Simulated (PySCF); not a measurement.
FH, SMILES F. Geometry optimised at B3LYP-D3(BJ)/def2-TZVPD.

Computed equilibrium geometry at B3LYP-D3(BJ)/def2-TZVPD (PySCF confirms it by a frequency run) as bond lengths and angles, and its point group:
point group C∞v.
Atoms: F1 H2. Bond lengths (Å): F1–H2 0.925.
